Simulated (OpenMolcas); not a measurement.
C2H6Si (vinylsilane): a line through the functionals

C2H6Si has 9 atoms, charge 0, and is taken as a singlet. As SMILES, `C=C[SiH3]`. The shape is that of a PBE0-D4/def2-TZVP optimisation.

The HOMO–LUMO gap y, in eV, basis 6-311+G(d,p); a is the functional's share of exact exchange. Programs: OpenMolcas 26.06.

| functional | program | a | y (eV) |
| --- | --- | --- | --- |
| r2SCAN | OpenMolcas | 0 | 5.83 |
| revPBE | OpenMolcas | 0 | 5.41 |
| B3LYP | OpenMolcas | 0.2 | 7.05 |
| PBE0 | OpenMolcas | 0.25 | ? |
| BHLYP | OpenMolcas | 0.5 | 9.48 |

Task: Fit y = c + s·a to the known rows and predict PBE0.

Result: 
1. Means of the 4 rows: a = 0.1750, y = 6.942.
2. Σ(Δa)² = 0.1675, Σ(Δa·Δy) = 1.2903, so the slope is 1.2903/0.1675 = 7.7033.
3. Intercept: 6.942 − (7.7033) × 0.1750 = 5.594. The largest residual of the fit is 0.24.
4. PBE0: 5.594 + (7.7033) × 0.25 = 7.52 eV.

The run gave 7.50 eV, so the prediction is off by +0.02 eV, within the largest residual. Exact exchange lowers occupied levels and raises empty ones. The rows mix families of semi-local functionals, which the line can't see.
